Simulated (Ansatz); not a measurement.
Geometry optimisation, UKS PBE0-D4/def2-SVP in Ansatz 0.2.0.

input.yaml

```yaml
crystal:
  periodic: [false, false, false]
  atoms:
    - { symbol: O, position_ang: [-1.0236, -1.4469, 0.232] }
    - { symbol: Al, position_ang: [0.1768, -0.5421, -0.8064] }
    - { symbol: S, position_ang: [1.7162, 0.7668, 0.1693] }
    - { symbol: H, position_ang: [-1.7485, -0.7487, 0.2827] }
    - { symbol: H, position_ang: [0.929, 1.8972, 0.081] }
magnetization:
  spin_polarized: true
  initial_magnetization: 1
basis:
  gaussian: { orbitals: def2-SVP }
hamiltonian:
  xc: pbe0
  dispersion: d4
relax:
  f_tol: 0.015
  max_steps: 40
```

Launched with:

```bash
$ ansatz run input.yaml --threads 1 --pin off --max-ram 2048MiB --backend cpu --events-out ev --progress --plain --runs-dir out
```

Question: Where does it end, and by what steps?

Answer: The forces met the threshold. After 10 steps the energy has fallen by 0.623 eV; Al2 moved furthest, 1.02 Å.

| step | energy less start (eV) | largest force component (eV/Å) | accepted |
| --- | --- | --- | --- |
| 0 | 0.0000 | 2.403 | yes |
| 1 | -0.1467 | 1.632 | yes |
| 2 | -0.2405 | 1.919 | yes |
| 3 | -0.3709 | 0.414 | yes |
| 4 | -0.4100 | 0.428 | yes |
| 5 | -0.4806 | 1.260 | yes |
| 6 | -0.5723 | 0.538 | yes |
| 7 | -0.6150 | 0.213 | yes |
| 8 | -0.6226 | 0.036 | yes |
| 9 | -0.6205 | 0.078 | no |
| 10 | -0.6230 | 0.014 | yes |

```xyz
5
Properties=species:S:1:pos:R:3
O -1.005 -1.248 0.287
Al -0.380 0.196 -0.370
S 1.631 0.748 0.349
H -1.854 -1.647 0.088
H 1.658 1.878 -0.394
```

Whether the end is a true minimum wasn't checked by a vibrational analysis.

The run took 29 s on 1 CPU thread of a shared host.
